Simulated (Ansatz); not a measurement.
# C₂F (quartet): the correlation ladder at a displaced geometry (v1), cc-pVDZ

An exercise on one series of results from a longer session: the logs are not shown, and one member is left open.

Computed with Ansatz 0.2.0, Gaussian basis. Level: cc-pVDZ, core rule «outside noble gas», up to 3 orbitals frozen.

Plan: UHF; CCSD(T) on ROHF; CCSD(T) on UHF; BCCD(T) on ROHF; CISD; CCSDT(Q) on ROHF; CCSDT(Q) on UHF; CASSCF and NEVPT2, 13 electrons in 11 orbitals.

27 further runs of the same task are left out: 6 for a known fault of the program, 11 that didn't finish, 10 set aside as unsound or not needed.

## The geometry

The geometry is a PBE0/def2-TZVP stationary point (not a proven minimum) with its atoms shifted at random (size 0.040 Å).

3 atoms, charge 0, spin multiplicity 4.

Atoms are counted from 1 here; the program's logs count them from 0.

Bond lengths: C1–C2 1.446 Å, C2–F3 1.300 Å. Angles: C1–C2–F3 121.8°.

Set-up of the first run:

Contents of in.yaml:

```yaml
crystal:
  periodic: [false, false, false]
  atoms:
    - {symbol: C, position_ang: [-0.020581, -0.245205, 1.409284]}
    - {symbol: C, position_ang: [-0.021414, 0.473279, 0.154424]}
    - {symbol: F, position_ang: [0.026550, -0.144187, -0.988569]}
basis:
  gaussian: {orbitals: cc-pVDZ}
magnetization: {spin_polarized: true, initial_magnetization: 3}
hamiltonian: {xc: hf}
output: {orbitals: {seedname: orbitals}}
```

On the command line:

```
> ansatz run in.yaml --threads 1 --pin off --events-out ev --progress --plain --max-ram 2393MiB
```

Among the steps run: UHF; CCSD(T) on ROHF; CCSD(T) on UHF; BCCD(T) on ROHF; CISD; CCSDT(Q) on ROHF; CCSDT(Q) on UHF; CASSCF and NEVPT2, 13 electrons in 11 orbitals.

One of the session's tables, all rows but one given; the rest of the session is left out.

It belongs to the step «Misses and costs». 

| method | from RCCSDT(Q) (meV) |
| --- | --- |
| ROHF | +11093.1 |
| UHF | +10945.6 |
| RMP2 | ? |
| UMP2 | +1413.2 |
| CISD | +1438.7 |
| RCCSD | +444.4 |
| UCCSD | +444.3 |
| RCCSD(T) | +98.1 |
| UCCSD(T) | +100.2 |
| BCCD(T) | +74.9 |
| RCCSDT | +28.1 |
| UCCSDT | +27.7 |
| RCCSDT(Q) | 0 |
| UCCSDT(Q) | -8.2 |
| CASSCF valence | +8277.6 |
| NEVPT2 valence | +1177.9 |

Q: Estimate the row for RMP2 from the others.

The run gave: from RCCSDT(Q) (meV): +1390.8. In the column «from RCCSDT(Q) (meV)» it lies between NEVPT2 valence (+1177.9) and UMP2 (+1413.2).

Caveats from the session: Restricted and unrestricted rows rest on different reference determinants; where their highest levels disagree by more than a few hundredths of an eV, they describe different states and don't form one ladder.
